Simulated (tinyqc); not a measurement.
RKS/LDA (VWN5) in the sto-3g basis, for HF, spin multiplicity 1, step by step. One step of it, computed by the program tinyqc.

Task: Orthogonalisation. S = U s U^T; symmetric (Loewdin) form X = U s^(-1/2) U^T, so that X^T S X = 1.

overlap S, order 1F 1s, 1F 2s, 1F 2px, 1F 2py, 1F 2pz, 2H 1s:
$$\begin{pmatrix}
1.000000 & 0.237990 & 0.000000 & 0.000000 & 0.000000 & 0.007488 \\
0.237990 & 1.000000 & 0.000000 & 0.000000 & 0.000000 & 0.100896 \\
0.000000 & 0.000000 & 1.000000 & 0.000000 & 0.000000 & 0.000000 \\
0.000000 & 0.000000 & 0.000000 & 1.000000 & 0.000000 & 0.000000 \\
0.000000 & 0.000000 & 0.000000 & 0.000000 & 1.000000 & 0.098302 \\
0.007488 & 0.100896 & 0.000000 & 0.000000 & 0.098302 & 1.000000
\end{pmatrix}$$

Give: eigenvalues of S; X.

Result:

eigenvalues of S: [0.7412, 0.9076, 1.0000, 1.0000, 1.0865, 1.2647]

X, order 1F 1s, 1F 2s, 1F 2px, 1F 2py, 1F 2pz, 2H 1s:
$$\begin{pmatrix}
1.0222 & -0.1239 & 0.0000 & 0.0000 & -0.0005 & 0.0056 \\
-0.1239 & 1.0263 & 0.0000 & 0.0000 & 0.0039 & -0.0523 \\
0.0000 & 0.0000 & 1.0000 & 0.0000 & 0.0000 & 0.0000 \\
0.0000 & 0.0000 & 0.0000 & 1.0000 & 0.0000 & 0.0000 \\
-0.0005 & 0.0039 & 0.0000 & 0.0000 & 1.0037 & -0.0498 \\
0.0056 & -0.0523 & 0.0000 & 0.0000 & -0.0498 & 1.0076
\end{pmatrix}$$
